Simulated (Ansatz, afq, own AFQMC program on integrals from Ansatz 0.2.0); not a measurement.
**Fe, quintet → Fe⁺, sextet**

A free Fe atom.

E(sextet, charge +1) − E(quintet, charge +0) at this geometry, on UHF and UHF determinants.

Basis def2-TZVP. Only valence electrons are correlated. AFQMC by an in-house program on the Cholesky factors that Ansatz 0.2.0 writes for its CCSD(T) run. The CISD trial takes its coefficients from CCSD amplitudes. Released means that phaseless walkers are propagated on without the constraint, phases kept. Error bars are statistical, one sigma. The metal's outer-core s and p shells are frozen, which shifts wave-function levels against functionals. The errors of all members are added in quadrature.

No full CI on the walks' own integrals is used here; CCSDT(Q) serves as the reference and is uncertain by about the last step of the cluster series. Each member takes its own surest rung, up to full CI.

Errors are counted within def2-TZVP, not against nature.

Cautions: no relativity below Rb; outer-core shells of the metal frozen; Fe (quintet): its ph-AFQMC/CISD value lies 15.5 ± 1.9 meV above CCSDT(Q); Fe⁺ (sextet): CCSDTQ on the ROHF determinant differs (64 meV higher), by its state or its frozen core.

```
level  vertical ionization energy (kJ/mol)
   HF                                614.6
 CCSD                                720.6
```

(1) From these cheaper values, estimate the vertical ionization energy at the reference level in def2-TZVP.

(1) 728.0 kJ/mol (CCSDT(Q) in def2-TZVP).

| level | vertical ionization energy (kJ/mol) | error against CCSDT(Q) (kJ/mol) |
| --- | --- | --- |
| MP2 | 697.2 | -30.8 |
| CCSD(T) | 726.8 | -1.2 |
| CCSDT | 727.8 | -0.2 |
| ph-AFQMC/CISD | 726.9 ± 0.2 | -1.1 ± 0.2 |
| released AFQMC | 726.9 ± 0.8 | -1.1 ± 0.8 |

Correlation beyond CCSD(T) adds 1.2 kJ/mol. The perturbative (T) step is worth +6.1 kJ/mol.

A walk keeps the symmetry of its determinant, which the program's search chose and which needn't be the lowest solution, so a lower state of the same spin and another symmetry isn't excluded. Released energies are given only where the last usable release times agree within the noise; a slower fall can still hide under it.
